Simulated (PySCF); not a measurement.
# CO⁺: energy against distance

Set-up: PySCF, no relativity, basis sets C cc-pVTZ, O cc-pVTZ. Energies in eV from C⁺ + O in their ground configurations at the same level. All curves are PBE0. state 1: ²Σ⁺ (doublet), unpaired electrons σ ↑; state 2: quartet, unpaired electrons σ ↑, π ↑↑, a mixture of terms (⟨Lz²⟩ = 2.0), a second solution, started from another occupation.

| R (Å) | state 1 | state 2 |
| --- | --- | --- |
| 0.955 | -6.273 | 5.009 |
| 0.999 | -7.567 | 2.481 |
| 1.043 | -8.292 | 0.630 |
| 1.077 | -8.550 | -0.407 |
| 1.110 | -8.619 | -1.202 |
| 1.143 | -8.538 | -1.796 |
| 1.188 | -8.254 | -2.338 |
| 1.243 | -7.701 | -2.709 |
| 1.310 | -6.867 | -2.836 |
| 1.399 | -5.641 | -2.676 |

Question: Put a parabola through the three lowest points of the state 1 curve and estimate Re, k and ωe (reduced mass 6.856 u; 1 eV/Å² = 0.16022 mdyn/Å; ωe = 1302.8·√(k/μ) cm⁻¹).

Answer: Through R = 1.077, 1.11, 1.143 Å the second-order coefficient is 68.9 eV/Å², so Re ≈ 1.109 Å, k ≈ 22.1 mdyn/Å and ωe ≈ 2337 cm⁻¹. A polynomial fit of higher order to the unrounded PBE0 energies gives Re = 1.107 Å, k = 22.0 mdyn/Å, ωe = 2331 cm⁻¹; anharmonicity and rounding make the difference.

The higher-order fit for each curve: state 1: Re = 1.107 Å, ωe = 2331 cm⁻¹, De = 8.62 eV; state 2: Re = 1.309 Å, ωe = 1407 cm⁻¹, minimum 2.84 eV below the ground-state fragments.

For an ion De counts to the pair picked by the measured ionisation energies or electron affinities, which need not be the lowest pair at this level. The state is the lowest determinant that a PBE0 search found; another state may lie lower at other levels.
